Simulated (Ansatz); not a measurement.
## C2H3ClO, singlet: reading a ladder of total energies

Geometry: MP2(full)/6-31G*, from the G2/97 set.

```xyz
7

C     0.0781    0.5749    0.0000
C     1.5642    0.7674    0.0000
Cl   -0.3741   -1.1670    0.0000
O    -0.7674    1.4260    0.0000
H     1.7792    1.8358    0.0000
H     1.9960    0.2911    0.8827
H     1.9960    0.2911   -0.8827
```

Basis 6-31G* (Cartesian d functions); Ansatz 0.2.0. Only valence electrons are correlated (noble-gas cores frozen), which leaves 24 electrons in 62 orbitals. R marks a restricted (for open shells ROHF) determinant.

Full CI isn't at hand for all of this; RCCSDT(Q) serves as the reference, and is uncertain by about the last step of the cluster series.

Runs differ by some tens of microhartree through their thresholds, so steps under 0.03 kcal/mol mean nothing.

| level | total energy (hartree) |
| --- | --- |
| RHF | -611.828714 |
| RMP2 | -612.396227 |
| RCCSD | -612.424158 |
| RCCSD(T) | -612.444147 |
| RCCSDT | -612.445099 |
| RCCSDT(Q) | -612.446688 |

Q: What is the correlation energy at RCCSDT(Q), and what share of it do RMP2 and RCCSDT recover?

A: E(corr) = -612.446688 − (-611.828714) = -0.617974 hartree = -16.816 eV. RMP2: -0.567513 / -0.617974 = 91.83 %. RCCSDT: -0.616385 / -0.617974 = 99.74 %.

Q: By how many kcal/mol does RCCSD(T) miss RCCSDT(Q) (1 hartree = 627.509 kcal/mol), and which steps make up the rest?

A: -612.444147 − (-612.446688) = 0.002541 hartree = 1.59 kcal/mol. Steps: RCCSDT − RCCSD(T) = -0.60, RCCSDT(Q) − RCCSDT = -1.00 kcal/mol. Differences between like states or geometries often cancel part of this.
